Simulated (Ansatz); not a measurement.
C3H3N, SMILES `C[C]C#N` (lower triplet) (charge 0, multiplicity 3). This triplet lies 0.56 eV below the relaxed singlet at the level B3LYP/cc-pVTZ // B3LYP-D3(BJ)/def2-TZVP (Ansatz, a quantum-chemistry and plane-wave program).

Method: LC-ωPBE/cc-pVTZ // B3LYP-D3(BJ)/def2-TZVP run with Ansatz.

Ansatz 0.2 input:
```yaml
crystal:
  periodic: [false, false, false]
  atoms:
    - { symbol: C, position_ang: [-0.950537, 0.258917, -0.184572] }
    - { symbol: C, position_ang: [0.436455, -0.121081, -0.29415] }
    - { symbol: C, position_ang: [1.671987, -0.455774, -0.38864] }
    - { symbol: N, position_ang: [2.833033, -0.771001, -0.478065] }
    - { symbol: H, position_ang: [-1.573057, -0.313733, -0.879818] }
    - { symbol: H, position_ang: [-1.087966, 1.32134, -0.410942] }
    - { symbol: H, position_ang: [-1.329923, 0.081332, 0.827059] }
basis:
  gaussian: { orbitals: cc-pVTZ }
hamiltonian:
  xc: lc_wpbe
magnetization:
  spin_polarized: true
  initial_magnetization: 2
```

Output:

```
Functional definition: LC-wPBE
847 factors; their error is unknown
255 factors; integrals over basis functions are off by at most 5.5e-5 eV
mean field evaluation 1: about -4640.7974 eV, gradient 2.6e1 eV
mean field evaluation 2: about -4640.8961 eV, gradient 2.9e1 eV
mean field evaluation 4: about -4644.2892 eV, gradient 2.1e0 eV
mean field evaluation 8: about -4644.3666 eV, gradient 1.3e-1 eV
mean field evaluation 16: about -4644.3504 eV, gradient 3.9e-4 eV
mean field -4644.35043713 eV, -170.6767305107 hartree, gradient 6.5e-5 eV, S^2 2.096879; 0 other end points of the search recorded, 0 dependent functions left out
reference -4644.35043713 eV, -170.6767305109 hartree; 15, 13 occupied and 147, 149 virtual orbitals, 847 factors
Total energy: -4644.35043713 eV, -170.6767305109 hartree
```
